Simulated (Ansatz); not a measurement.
**BSiNH (doublet): from Hartree-Fock to the top rungs, def2-TZVPP**

The task here is to estimate one member of a computed series from the others.

Method: def2-TZVPP, core rule «outside noble gas», up to 7 orbitals frozen; program: Ansatz 0.2.0, Gaussian basis.

The runs, in order: UHF; ROHF; CCSD(T) on UHF.

2 further runs of the same task are left out: 2 set aside as unsound or not needed.

### The geometry

The geometry is a PBE0/def2-TZVP stationary point (not a proven minimum).

4 atoms, charge 0, spin multiplicity 2.

Atoms are counted from 1 here; the program's logs count them from 0.

Bond lengths: B1–N2 1.259 Å, N2–Si3 1.712 Å, Si3–H4 1.534 Å. Angles: B1–N2–Si3 171.7°, N2–Si3–H4 96.4°.

Geometry (Å):

```xyz
4
charge 0, multiplicity 2
B     0.00000    0.01612    1.93105
N     0.00000    0.07456    0.67329
Si    0.00000   -0.09385   -1.03068
H     0.00000    1.40619   -1.34944
```

Set-up of the first run:

in.yaml reads:

```yaml
crystal:
  periodic: [false, false, false]
  atoms:
    - {symbol: B, position_ang: [0.000000, 0.016116, 1.931055]}
    - {symbol: N, position_ang: [0.000000, 0.074561, 0.673291]}
    - {symbol: Si, position_ang: [0.000000, -0.093854, -1.030677]}
    - {symbol: H, position_ang: [0.000000, 1.406192, -1.349441]}
basis:
  gaussian: {orbitals: def2-TZVPP}
magnetization: {spin_polarized: true, initial_magnetization: 1}
hamiltonian: {xc: hf}
output: {orbitals: {seedname: orbitals}}
```

Run with:

```bash
> ansatz run in.yaml --threads 1 --pin off --events-out ev --progress --plain --max-ram 4096MiB --backend cpu
```

Steps of the session up to this table: UHF; ROHF; CCSD(T) on UHF.

One table of the session follows, with a row left open; its other results are not shown here.

```
  method  from UCCSD(T) (meV)
    ROHF             +10882.7
     UHF                    ?
    UMP2              +1350.9
   UCCSD               +533.6
UCCSD(T)                    0
```

**Question.** Estimate the row for UHF.

As computed: from UCCSD(T) (meV): +10723.1. In the column «from UCCSD(T) (meV)» it lies between UMP2 (+1350.9) and ROHF (+10882.7).

With the free atoms at the same levels and basis (separate runs), the atomisation energy is 12.555 eV at UCCSD(T), 8.949 eV at ROHF.
